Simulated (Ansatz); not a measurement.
# CHB (quintet): from Hartree-Fock to the top rungs, cc-pVTZ

One table from this session's results is given with a row withheld; the runs are named, their logs left out.

The runs use Ansatz 0.2.0, Gaussian basis; cc-pVTZ, core rule «outside noble gas», up to 2 orbitals frozen.

The runs, in order: UHF; CCSD(T) on ROHF; CCSD(T) on UHF; BCCD(T) on ROHF; CCSDT(Q) on ROHF; CCSDT(Q) on UHF; CASSCF and MRCISD+Q, 8 electrons in 9 orbitals; CASSCF and MRCISD+Q(relaxed), 8 electrons in 9 orbitals; CASSCF and NEVPT2, 8 electrons in 9 orbitals.

4 further runs of the same task are left out: 4 set aside as unsound or not needed. Runs told in other sessions of the task aren't counted.

### The system

The geometry is a PBE0/def2-TZVP stationary point (not a proven minimum) of the parent state, kept for this charge and spin.

3 atoms, charge 0, spin multiplicity 5.

Atoms are counted from 1 here; the program's logs count them from 0.

Bond lengths: B1–C2 1.353 Å, C2–H3 1.071 Å. Angles: B1–C2–H3 180.0°.

Set-up of the first run:

The input, in.yaml:

```yaml
crystal:
  periodic: [false, false, false]
  atoms:
    - {symbol: B, position_ang: [0.000000, 0.000000, 1.259200]}
    - {symbol: C, position_ang: [0.000000, 0.000000, -0.094199]}
    - {symbol: H, position_ang: [0.000000, 0.000000, -1.165001]}
basis:
  gaussian: {orbitals: cc-pVTZ}
magnetization: {spin_polarized: true, initial_magnetization: 4}
hamiltonian: {xc: hf}
output: {orbitals: {seedname: orbitals}}
```

Launch:

```sh
> ansatz run in.yaml --threads 1 --pin off --events-out ev --progress --plain --max-ram 2816MiB --backend cpu
```

Steps of the session up to this table: UHF; CCSD(T) on ROHF; CCSD(T) on UHF; BCCD(T) on ROHF; CCSDT(Q) on ROHF; CCSDT(Q) on UHF; CASSCF and MRCISD+Q, 8 electrons in 9 orbitals; CASSCF and MRCISD+Q(relaxed), 8 electrons in 9 orbitals; CASSCF and NEVPT2, 8 electrons in 9 orbitals.

One table of the session follows, with a row left open; its other results are not shown here.

It belongs to the step «Misses and costs». 

```
                   method  from UCCSDT(Q) (meV)
                     ROHF                     ?
                      UHF               +4712.3
                     RMP2                +789.2
                     UMP2                +808.8
                    RCCSD                +172.2
                    UCCSD                +167.4
                 RCCSD(T)                 +26.9
                 UCCSD(T)                 +25.2
                  BCCD(T)                 +27.0
                   RCCSDT                  +6.8
                   UCCSDT                  +4.5
                RCCSDT(Q)                  +2.2
                UCCSDT(Q)                     0
           CASSCF valence               +3560.4
           NEVPT2 valence                +754.5
           MRCISD valence                +191.8
         MRCISD+Q valence                 +28.4
MRCISD+Q(relaxed) valence                  +3.4
```

**Question.** Estimate the row for ROHF.

The run gave: from UCCSDT(Q) (meV): +4890.8. In the column «from UCCSDT(Q) (meV)» it is the highest.

Limits of these values: Restricted and unrestricted rows rest on different reference determinants; a gap between their highest levels can come from leftover correlation error, from unlike frozen cores or from another state.
